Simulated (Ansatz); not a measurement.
Reaction (SMILES): O(F)F → F atom + [O]F (O-F)
B3LYP-D3(BJ)/def2-TZVP geometries, fixed; electronic energies without zero-point terms.

Effect of the final integration grid (spheres per factor e of radius in core and valence, angular degree) at PBE/aug-cc-pVQZ with Ansatz (a first-principles code), against the last row, where the bond dissociation energy is 51.77 kcal/mol. Open shells are unrestricted. The default's grid is 13, 11, 36.

```csv
setting,largest shift of a total energy (mEh),shift of the bond dissociation energy (kcal/mol)
accuracy: medium (default),0.000,0.000
"final_grid: 4, 3, 11",1.954,-2.079
"final_grid: 6, 5, 17",0.103,-0.068
"final_grid: 8, 7, 23",0.013,-0.002
"final_grid: 10, 9, 29",-0.005,0.003
"final_grid: 18, 15, 47",0.000,0.000
"final_grid: 26, 22, 59",0.000,0.000
```

Within 0.05 kcal/mol in the bond dissociation energy: accuracy: medium (default); final_grid: 8, 7, 23; final_grid: 10, 9, 29; final_grid: 18, 15, 47. The largest shift is 1.954 mEh in a total energy and 2.079 kcal/mol in the difference.
